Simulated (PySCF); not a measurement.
OSi, SMILES [Si]=O (connectivity only; charge and spin as stated), neutral, multiplicity 1. Coordinates come from a B3LYP-D3(BJ)/def2-TZVPD optimisation.

TDA-ωB97X/def2-TZVPD (PySCF) puts the lowest singlet excitations at 5.60, 5.71, 5.71, 5.83, 5.83, 7.79 eV and the lowest triplet (TDA) at 4.20 eV.

### Question
What are the lowest singlet roots from EOM-CCSD/aug-cc-pVDZ in PySCF? (The exact figures need the calculation; the answer reports its results.)

### Answer
5.66, 5.66, 5.74, 5.74, 5.74, 7.45 eV; triplets 4.23, 4.23, 4.75 eV. S1 differs by 0.06 eV (second minus first; roots are paired by order, and the bases may differ).
